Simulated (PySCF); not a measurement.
Cl4Si, SMILES `Cl[Si](Cl)(Cl)Cl`, neutral singlet in the gas phase. 

Z-matrix (Å, degrees):
```
Si
Cl 1 2.0325
Cl 1 2.0325 2 109.47
Cl 1 2.0325 2 109.47 3 -120.00
Cl 1 2.0325 2 109.47 3 120.00
```
Charge 0, multiplicity 1.

All levels are single points at this geometry (B3LYP-D3(BJ)/def2-TZVP); Pople sets use spherical d functions. Orbital energies aren't observables, and empty levels follow the basis.

```json
[
 {"level": "B3LYP-D3(BJ)/def2-TZVP in PySCF", "HOMO (eV)": "-9.25", "LUMO (eV)": "-1.00", "gap (eV)": "8.25", "dipole (D)": "0.00", "vertical IE, Delta-SCF (eV)": "–"},
 {"level": "B3LYP/3-21G in PySCF", "HOMO (eV)": "-9.77", "LUMO (eV)": "-1.99", "gap (eV)": "7.78", "dipole (D)": "0.00", "vertical IE, Delta-SCF (eV)": "–"},
 {"level": "B3LYP/6-311+G** in PySCF", "HOMO (eV)": "-9.41", "LUMO (eV)": "-1.46", "gap (eV)": "7.95", "dipole (D)": "0.00", "vertical IE, Delta-SCF (eV)": "–"},
 {"level": "B3LYP/6-31G* in PySCF", "HOMO (eV)": "-9.33", "LUMO (eV)": "-1.14", "gap (eV)": "8.19", "dipole (D)": "0.00", "vertical IE, Delta-SCF (eV)": "11.52"},
 {"level": "BP86/6-31G* in PySCF", "HOMO (eV)": "-8.30", "LUMO (eV)": "-2.00", "gap (eV)": "6.30", "dipole (D)": "0.00", "vertical IE, Delta-SCF (eV)": "–"},
 {"level": "SVWN5/6-31G* in PySCF", "HOMO (eV)": "-8.31", "LUMO (eV)": "-2.12", "gap (eV)": "6.19", "dipole (D)": "0.00", "vertical IE, Delta-SCF (eV)": "–"},
 {"level": "HF/3-21G in PySCF", "HOMO (eV)": "-13.69", "LUMO (eV)": "1.90", "gap (eV)": "15.58", "dipole (D)": "0.00", "vertical IE, Delta-SCF (eV)": "–"},
 {"level": "HF/6-31G* in PySCF", "HOMO (eV)": "-13.08", "LUMO (eV)": "3.12", "gap (eV)": "16.20", "dipole (D)": "0.00", "vertical IE, Delta-SCF (eV)": "12.12"},
 {"level": "HF/STO-3G in PySCF", "HOMO (eV)": "-12.10", "LUMO (eV)": "4.84", "gap (eV)": "16.94", "dipole (D)": "0.00", "vertical IE, Delta-SCF (eV)": "–"}
]
```
